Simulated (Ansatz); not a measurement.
`[AlH2][S][AlH2]` + NH₃ → `[NH2][AlH2]` + `[AlH2][SH]`  (ligand exchange at the Al–S bond)

Computed with Ansatz on PBE0-D4/def2-TZVP structures; ΔE is electronic, products minus reactants. CCSD(T)/CBS is the MP2 limit (def2-TZVPP, def2-QZVPP) plus CCSD(T) − MP2 in def2-TZVPP, frozen cores. This one scheme is used for every species. Functionals use def2-TZVPP. B3LYP here is the variant with VWN-RPA as its local correlation; programs differ in this. HSE06 is defined as in plane-wave codes.

| level | ΔE (kJ/mol) | difference from CCSD(T)/CBS |
| --- | --- | --- |
| B3LYP-D4 | 20.1 | -6.6 |
| r2SCANh-D4 | 26.1 | -0.6 |
| CAM-B3LYP-D4 | 15.4 | -11.3 |
| revPBE | 25.1 | -1.6 |
| B3LYP | 15.8 | -10.9 |
| r2SCAN0 | 26.8 | 0.1 |
| HSE06 | 28.2 | 1.5 |
| HF/def2-SVP | 23.1 | -3.6 |
| MP2/def2-TZVPP | 25.9 | -0.8 |
| MP2/CBS(def2) | 29.3 | 2.6 |
| CCSD(T)/CBS | 26.7 | 0 |

Largest T1 diagnostic among the species: 0.011.

The D4 term adds +4.3 kJ/mol with B3LYP and +2.4 kJ/mol with PBE0; it sums over pairs of atoms, weighted by their polarisabilities, and B3LYP, whose exchange is more repulsive, gets the larger term. At CCSD(T), def2-SVP lies −8.5 kJ/mol from the extrapolated value and def2-TZVPP −3.4 kJ/mol.
